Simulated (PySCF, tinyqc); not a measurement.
Worked calculation: CID on RHF in the sto-3g basis, frozen core, for BH, spin multiplicity 1. The lowest restricted solution is unstable here: a spin-polarised one lies 0.0065 hartree lower (PySCF). Computed by tinyqc, a small Python program that keeps every step (integrals from PySCF). Settings: charge = 0, multiplicity = 1, basis = sto-3g, method = RHF, frozen orbitals = 1, energy threshold = 1e-10, iteration cap = 56, orthogonalisation = canonical, start = core, DIIS depth = 6, ci = CID, davidson = 1. Command: `OMP_NUM_THREADS=1 python tinyqc.py 31258 31259 out.jsonl` (the two numbers bound the seeds that draw the settings). One thread of a shared host (Intel(R) Xeon(R) Processor @ 2.60GHz), about 0.1 s of CPU time with the checks. The early iterations of the SCF are left out here.

## One-electron integrals

Geometry (angstrom):
```
atom        x        y        z
B     0.00000  0.00000  0.00000
H     0.00000  0.00000  1.79400
```

Basis sto-3g: exponents (1/bohr^2) and contraction coefficients of normalised primitives:
```
element  l (shell)  exponent  coefficient
B            s (1)  48.79111      0.15433
B            s (1)   8.88736      0.53533
B            s (1)   2.40527      0.44463
B            s (2)   2.23696     -0.09997
B            s (2)   0.51982      0.39951
B            s (2)   0.16906      0.70012
B            p (3)   2.23696      0.15592
B            p (3)   0.51982      0.60768
B            p (3)   0.16906      0.39196
H            s (1)   3.42525      0.15433
H            s (1)   0.62391      0.53533
H            s (1)   0.16886      0.44463
```

Overlap, kinetic and nuclear-attraction integrals over the contracted functions; the nuclear repulsion is the sum of Za Zb / Rab.

nuclear repulsion = 1.4748529 hartree

overlap S, order 1B 1s, 1B 2s, 1B 2px, 1B 2py, 1B 2pz, 2H 1s:
```
[[1.00000, 0.26933, 0.00000, 0.00000, 0.00000, 0.01733],
 [0.26933, 1.00000, 0.00000, 0.00000, 0.00000, 0.22111],
 [0.00000, 0.00000, 1.00000, 0.00000, 0.00000, 0.00000],
 [0.00000, 0.00000, 0.00000, 1.00000, 0.00000, 0.00000],
 [0.00000, 0.00000, 0.00000, 0.00000, 1.00000, 0.27045],
 [0.01733, 0.22111, 0.00000, 0.00000, 0.27045, 1.00000]]
```

kinetic energy T (hartree), order 1B 1s, 1B 2s, 1B 2px, 1B 2py, 1B 2pz, 2H 1s:
```
[[10.82630, -0.04797, 0.00000, 0.00000, 0.00000, -0.00506],
 [-0.04797, 0.35917, 0.00000, 0.00000, 0.00000, 0.00190],
 [0.00000, 0.00000, 1.12388, 0.00000, 0.00000, 0.00000],
 [0.00000, 0.00000, 0.00000, 1.12388, 0.00000, 0.00000],
 [0.00000, 0.00000, 0.00000, 0.00000, 1.12388, 0.04192],
 [-0.00506, 0.00190, 0.00000, 0.00000, 0.04192, 0.76003]]
```

nuclear attraction V (hartree), order 1B 1s, 1B 2s, 1B 2px, 1B 2py, 1B 2pz, 2H 1s:
```
[[-23.44236, -3.21881, 0.00000, 0.00000, -0.00818, -0.20826],
 [-3.21881, -4.06583, 0.00000, 0.00000, -0.08215, -0.68064],
 [0.00000, 0.00000, -4.01931, 0.00000, 0.00000, 0.00000],
 [0.00000, 0.00000, 0.00000, -4.01931, 0.00000, 0.00000],
 [-0.00818, -0.08215, 0.00000, 0.00000, -4.06768, -0.77663],
 [-0.20826, -0.68064, 0.00000, 0.00000, -0.77663, -2.69990]]
```

core Hamiltonian H = T + V (hartree), order 1B 1s, 1B 2s, 1B 2px, 1B 2py, 1B 2pz, 2H 1s:
```
[[-12.61606, -3.26677, 0.00000, 0.00000, -0.00818, -0.21331],
 [-3.26677, -3.70666, 0.00000, 0.00000, -0.08215, -0.67874],
 [0.00000, 0.00000, -2.89543, 0.00000, 0.00000, 0.00000],
 [0.00000, 0.00000, 0.00000, -2.89543, 0.00000, 0.00000],
 [-0.00818, -0.08215, 0.00000, 0.00000, -2.94380, -0.73470],
 [-0.21331, -0.67874, 0.00000, 0.00000, -0.73470, -1.93987]]
```

## Two-electron integrals

Functions are numbered as in S; the eight-fold symmetry (ij|kl) = (ji|kl) = (kl|ij) leaves the list below.

Two-electron integrals (ij|kl) in chemists' order, unique and non-zero (hartree):
```
(11|11) 2.92351   (21|11) 0.51838   (21|21) 0.10926   (22|11) 0.74423
(22|21) 0.19318   (22|22) 0.54480   (31|31) 0.02026   (32|31) 0.03000
(32|32) 0.12035   (33|11) 0.74249   (33|21) 0.19324   (33|22) 0.54468
(33|33) 0.58677   (41|41) 0.02026   (42|41) 0.03000   (42|42) 0.12035
(43|43) 0.03163   (44|11) 0.74249   (44|21) 0.19324   (44|22) 0.54468
(44|33) 0.52351   (44|44) 0.58677   (51|51) 0.02026   (52|51) 0.03000
(52|52) 0.12035   (53|53) 0.03163   (54|54) 0.03163   (55|11) 0.74249
(55|21) 0.19324   (55|22) 0.54468   (55|33) 0.52351   (55|44) 0.52351
(55|55) 0.58677   (61|11) 0.03320   (61|21) 0.00697   (61|22) 0.01238
(61|33) 0.01234   (61|44) 0.01234   (61|51) 0.00050   (61|52) 0.00092
(61|55) 0.01249   (61|61) 0.00046   (62|11) 0.10779   (62|21) 0.02857
(62|22) 0.09266   (62|33) 0.08984   (62|44) 0.08984   (62|51) 0.00307
(62|52) 0.02117   (62|55) 0.09821   (62|61) 0.00195   (62|62) 0.02567
(63|31) 0.00240   (63|32) 0.01222   (63|53) 0.00364   (63|63) 0.00227
(64|41) 0.00240   (64|42) 0.01222   (64|54) 0.00364   (64|64) 0.00227
(65|11) 0.11507   (65|21) 0.03083   (65|22) 0.10507   (65|33) 0.09993
(65|44) 0.09993   (65|51) 0.00505   (65|52) 0.03292   (65|55) 0.11523
(65|61) 0.00216   (65|62) 0.03357   (65|65) 0.04529   (66|11) 0.29461
(66|21) 0.07931   (66|22) 0.29092   (66|33) 0.27707   (66|44) 0.27707
(66|51) 0.00806   (66|52) 0.07711   (66|55) 0.31820   (66|61) 0.00541
(66|62) 0.11471   (66|65) 0.16112   (66|66) 0.77461
```

## Orthogonalisation

S = U s U^T; canonical form X = U s^(-1/2), so that X^T S X = 1. Each column of U has its largest component positive (the first on a tie).

eigenvalues of S: [0.60564, 0.81076, 1.00000, 1.00000, 1.17324, 1.41036]

X, order 1B 1s, 1B 2s, 1B 2px, 1B 2py, 1B 2pz, 2H 1s:
```
[[0.48244, 0.67187, 0.00000, 0.00000, -0.52775, 0.34337],
 [-0.75528, -0.44386, 0.00000, 0.00000, -0.36256, 0.49140],
 [0.00000, 0.00000, 0.66629, 0.74569, 0.00000, 0.00000],
 [0.00000, 0.00000, 0.74569, -0.66629, 0.00000, 0.00000],
 [-0.52080, 0.62666, 0.00000, 0.00000, 0.56006, 0.32540],
 [0.75942, -0.43850, 0.00000, 0.00000, 0.35876, 0.49374]]
```

Within a degenerate level the vectors are fixed only up to a rotation; this is one choice.

## Iteration 8 (converged): orbitals

converged F (hartree), order 1B 1s, 1B 2s, 1B 2px, 1B 2py, 1B 2pz, 2H 1s:
```
[[-7.37860, -2.15120, 0.00000, 0.00000, -0.01540, -0.14470],
 [-2.15120, -1.02115, 0.00000, 0.00000, 0.01257, -0.24881],
 [0.00000, 0.00000, 0.24722, 0.00000, 0.00000, 0.00000],
 [0.00000, 0.00000, 0.00000, 0.24722, 0.00000, 0.00000],
 [-0.01540, 0.01257, 0.00000, 0.00000, 0.01244, -0.27640],
 [-0.14470, -0.24881, 0.00000, 0.00000, -0.27640, -0.16069]]
```

Diagonalise F' = X^T F X, C = X C', fill 3 alpha and 3 beta electrons from the bottom; D = 2 C_occ C_occ^T. Each column has its largest component positive (the first on a tie).

F' = X^T F X (hartree):
```
[[-0.40581, -1.37099, 0.00000, 0.00000, 1.16202, -0.93324],
 [-1.37099, -2.15456, 0.00000, 0.00000, 2.43245, -1.79337],
 [0.00000, 0.00000, 0.24722, 0.00000, 0.00000, 0.00000],
 [0.00000, 0.00000, 0.00000, 0.24722, 0.00000, 0.00000],
 [1.16202, 2.43245, 0.00000, 0.00000, -3.01682, 2.23205],
 [-0.93324, -1.79337, 0.00000, 0.00000, 2.23205, -2.13842]]
```

orbital energies (hartree): [-7.38287, -0.46659, -0.23231, 0.24722, 0.24722, 0.36617]

coefficients C, order 1B 1s, 1B 2s, 1B 2px, 1B 2py, 1B 2pz, 2H 1s:
```
[[0.99272, -0.26743, 0.12950, 0.00000, 0.00000, -0.08249],
 [0.02613, 0.88904, -0.48913, 0.00000, 0.00000, 0.33174],
 [0.00000, 0.00000, 0.00000, 0.86285, 0.50547, 0.00000],
 [0.00000, 0.00000, 0.00000, -0.50547, 0.86285, 0.00000],
 [0.00281, 0.07487, 0.57516, 0.00000, 0.00000, 0.86433],
 [-0.00338, 0.34060, 0.62100, 0.00000, 0.00000, -0.79990]]
```

D after iteration 8, order 1B 1s, 1B 2s, 1B 2px, 1B 2py, 1B 2pz, 2H 1s:
```
[[2.14754, -0.55031, 0.00000, 0.00000, 0.11449, -0.02804],
 [-0.55031, 2.06065, 0.00000, 0.00000, -0.42938, -0.00206],
 [0.00000, 0.00000, 0.00000, 0.00000, 0.00000, 0.00000],
 [0.00000, 0.00000, 0.00000, 0.00000, 0.00000, 0.00000],
 [0.11449, -0.42938, 0.00000, 0.00000, 0.67284, 0.76533],
 [-0.02804, -0.00206, 0.00000, 0.00000, 0.76533, 1.00332]]
```

Within a degenerate level the vectors are fixed only up to a rotation; this is one choice.

## Convergence

Stop when the energy changes by less than 1e-10 hartree and every element of the error matrix X^T (F D S - S D F) X is below 3e-06.

Course of the cycle:
```
iteration  E (hartree)     change  largest element of the error matrix
1          -24.0338683          -                             3.17e-01
2          -24.5758004  -5.42e-01                             2.11e-01
3          -24.6529240  -7.71e-02                             6.27e-02
4          -24.6590634  -6.14e-03                             4.16e-03
5          -24.6590955  -3.21e-05                             9.13e-04
6          -24.6590968  -1.30e-06                             3.52e-05
7          -24.6590968  -2.19e-09                             1.54e-06
8          -24.6590968  -3.99e-12                             4.86e-09
```

PySCF RHF in the same basis = -24.6590968 hartree

Converged in 8 iterations.

## Integrals over molecular orbitals

(pq|rs) = sum C_ip C_jq C_kr C_ls (ij|kl), one index at a time.

one-electron integrals over orbitals h = C^T H C (hartree):
```
[[-12.60349, 0.32670, -0.14912, 0.00000, 0.00000, 0.09891],
 [0.32670, -2.94043, 0.25675, 0.00000, 0.00000, -0.37330],
 [-0.14912, 0.25675, -2.50826, 0.00000, 0.00000, -0.44594],
 [0.00000, 0.00000, 0.00000, -2.89543, 0.00000, 0.00000],
 [0.00000, 0.00000, 0.00000, 0.00000, -2.89543, 0.00000],
 [0.09891, -0.37330, -0.44594, 0.00000, 0.00000, -2.45337]]
```

Two-electron integrals over orbitals (pq|rs), unique and non-zero (hartree); the lowest 1 orbital is frozen and left out:
```
(22|22) 0.47206    (32|22) -0.00557   (32|32) 0.11698    (33|22) 0.42890
(33|32) 0.00248    (33|33) 0.46857    (42|42) 0.08989    (43|42) -0.03852
(43|43) 0.03224    (44|22) 0.48406    (44|32) -0.07655   (44|33) 0.41710
(44|44) 0.58677    (52|52) 0.08989    (53|52) -0.03852   (53|53) 0.03224
(54|54) 0.03163    (55|22) 0.48406    (55|32) -0.07655   (55|33) 0.41710
(55|44) 0.52351    (55|55) 0.58677    (62|22) 0.05603    (62|32) -0.01033
(62|33) -0.02568   (62|44) 0.07609    (62|55) 0.07609    (62|62) 0.08855
(63|22) 0.03868    (63|32) -0.11185   (63|33) -0.00151   (63|44) 0.10182
(63|55) 0.10182    (63|62) 0.05570    (63|63) 0.15021    (64|42) 0.02650
(64|43) 0.00455    (64|64) 0.02562    (65|52) 0.02650    (65|53) 0.00455
(65|65) 0.02562    (66|22) 0.46912    (66|32) 0.05104    (66|33) 0.46556
(66|44) 0.43857    (66|55) 0.43857    (66|62) 0.02357    (66|63) -0.02428
(66|66) 0.52860
```

## CID: determinants and Hamiltonian

one-electron integrals dressed by the frozen orbital, h + 2 (pq|11) - (p1|1q) (hartree), order 2, 3, 4, 5, 6:
```
[[-1.67947, 0.00310, 0.00000, 0.00000, -0.11651],
 [0.00310, -1.44170, 0.00000, 0.00000, -0.08617],
 [0.00000, 0.00000, -1.43298, 0.00000, 0.00000],
 [0.00000, 0.00000, 0.00000, -1.43298, 0.00000],
 [-0.11651, -0.08617, 0.00000, 0.00000, -1.26442]]
```

energy of the frozen orbital, 2 h_11 + (11|11) = -22.3138721 hartree

Hartree-Fock energy = -24.6590968 hartree

Slater-Condon rules over spin orbitals, with the nuclear repulsion and the energy of the frozen orbital added and E(HF) subtracted on the diagonal. Only determinants linked to the reference directly or through others are kept (one block of an abelian symmetry group), so some states are absent.

Occupation strings over the orbitals (2 doubly, a alpha, b beta, 0 empty; spin orbitals ordered 1a 1b 2a 2b ...): 222000 220200 2ab200 220020 2ab020 220002 2ab002 2ba200 202200 2ba020 202020 2ba002 202002

H - E(HF) between determinants (hartree), order 222000, 220200, 2ab200, 220020, 2ab020, 220002, 2ab002, 2ba200, 202200, 2ba020, 202020, 2ba002, 202002:
```
[[0.00000, 0.03224, 0.03852, 0.03224, 0.03852, 0.15021, -0.05570, -0.03852, 0.08989, -0.03852, 0.08989, 0.05570, 0.08855],
 [0.03224, 0.41046, -0.11706, 0.03163, 0.00000, 0.02562, 0.00000, 0.11706, 0.11698, 0.00000, 0.00000, 0.00000, 0.00000],
 [0.03852, -0.11706, 0.52881, 0.00000, 0.03163, 0.00000, 0.02562, -0.11698, -0.10901, 0.00000, 0.00000, 0.00000, 0.00000],
 [0.03224, 0.03163, 0.00000, 0.41046, -0.11706, 0.02562, 0.00000, 0.00000, 0.00000, 0.11706, 0.11698, 0.00000, 0.00000],
 [0.03852, 0.00000, 0.03163, -0.11706, 0.52881, 0.00000, 0.02562, 0.00000, 0.00000, -0.11698, -0.10901, 0.00000, 0.00000],
 [0.15021, 0.02562, 0.00000, 0.02562, 0.00000, 0.63233, 0.04391, 0.00000, 0.00000, 0.00000, 0.00000, -0.04391, 0.11698],
 [-0.05570, 0.00000, 0.02562, 0.00000, 0.02562, 0.04391, 0.75816, 0.00000, 0.00000, 0.00000, 0.00000, -0.11698, 0.05196],
 [-0.03852, 0.11706, -0.11698, 0.00000, 0.00000, 0.00000, 0.00000, 0.52881, 0.10901, 0.03163, 0.00000, 0.02562, 0.00000],
 [0.08989, 0.11698, -0.10901, 0.00000, 0.00000, 0.00000, 0.00000, 0.10901, 0.72999, 0.00000, 0.03163, 0.00000, 0.02562],
 [-0.03852, 0.00000, 0.00000, 0.11706, -0.11698, 0.00000, 0.00000, 0.03163, 0.00000, 0.52881, 0.10901, 0.02562, 0.00000],
 [0.08989, 0.00000, 0.00000, 0.11698, -0.10901, 0.00000, 0.00000, 0.00000, 0.03163, 0.10901, 0.72999, 0.00000, 0.02562],
 [0.05570, 0.00000, 0.00000, 0.00000, 0.00000, -0.04391, -0.11698, 0.02562, 0.00000, 0.02562, 0.00000, 0.75816, -0.05196],
 [0.08855, 0.00000, 0.00000, 0.00000, 0.00000, 0.11698, 0.05196, 0.00000, 0.02562, 0.00000, 0.02562, -0.05196, 0.96682]]
```

## CID: roots

Diagonalise (each vector has its largest component positive (the first on a tie)); all determinants have Ms = 0, so triplets appear too. The lowest singlet root is the correlation energy.

lowest roots of this matrix, relative to E(HF) (hartree): [-0.08191, 0.28994, 0.35221, 0.38020, 0.43703, 0.51087, 0.59461, 0.62250]

lowest vectors, order 222000, 220200, 2ab200, 220020, 2ab020, 220002, 2ab002, 2ba200, 202200, 2ba020, 202020, 2ba002, 202002:
```
[[0.94609, 0.00000, 0.07877, 0.00000],
 [-0.05765, 0.63986, 0.63486, 0.00000],
 [-0.07513, 0.20645, 0.18482, 0.50000],
 [-0.05765, -0.63986, 0.63486, 0.00000],
 [-0.07513, -0.20645, 0.18482, -0.50000],
 [-0.19378, 0.00000, -0.17124, 0.00000],
 [0.07123, 0.00000, 0.00173, 0.00000],
 [0.07513, -0.20645, -0.18482, 0.50000],
 [-0.11043, -0.07306, -0.10212, 0.00000],
 [0.07513, 0.20645, -0.18482, -0.50000],
 [-0.11043, 0.07306, -0.10212, 0.00000],
 [-0.07123, 0.00000, -0.00173, 0.00000],
 [-0.05993, 0.00000, 0.02947, 0.00000]]
```

<S^2> of these roots: [0.00000, 0.00000, 0.00000, 2.00000, 2.00000, 0.00000, 0.00000, 0.00000]

weight of the ground state by excitation level 0, 1, 2, ...: [0.89510, 0.00000, 0.10490]

The reference has a weight of only 0.90: one determinant is a poor start here.

## The lowest root by the Davidson method

Start from the reference; add the residual divided by (theta - H_ii), orthogonalised, at each step.

Davidson iterations:
```
iteration  subspace  lowest Ritz value (hartree)  residual norm
1                 1                            0       2.47e-01
2                 2                   -0.0806297       3.42e-02
3                 3                   -0.0818599       7.12e-03
4                 4                   -0.0819098       1.14e-03
5                 5                   -0.0819113       7.59e-05
6                 6                   -0.0819113       2.06e-06
7                 7                   -0.0819113       8.92e-17
```
